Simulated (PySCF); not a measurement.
# H2N2S: the cost of one run

Programs: PySCF 2.14.0. All values are calculated, for the isolated system unless a continuum is named. Atoms count from 0, parts from 1.

### Step 1. Starting point

5 atoms, charge 0, multiplicity 1; geometry: GFN1-xTB. Parts: 1 = atoms 0–2, `S`, charge 0; 2 = atoms 3–4, `N#N`, charge 0.

### Step 2. Geometry optimisation at PBE0-D3(BJ)/def2-SVPD

What the job is given:

```
{"job": {"xc": "PBE0", "basis": "def2-SVPD", "d3": "d3bj", "grid": 2, "kind": "geom"}, "charge": 0, "multiplicity": 1, "parts": [{"atoms": "0-2", "charge": 0, "multiplicity": 1}, {"atoms": "3-4", "charge": 0, "multiplicity": 1}]}
S     -0.055956     0.670984     0.066490
H     -0.952402    -0.296050    -0.012766
H      0.960883    -0.164071    -0.053039
N      1.751263    -2.913897    -0.492151
N      2.187666    -1.922645    -0.676418
```

Run with:

```sh
$ OMP_NUM_THREADS=1 python cluster_run.py task.json out
```

One launch serves the whole session: the jobs run in the order shown.

Q: Estimate the wall time and peak memory of this first job on 1 thread of Arm Neoverse V1, shared host.

About 20 s, with a peak of 0.38 GiB.
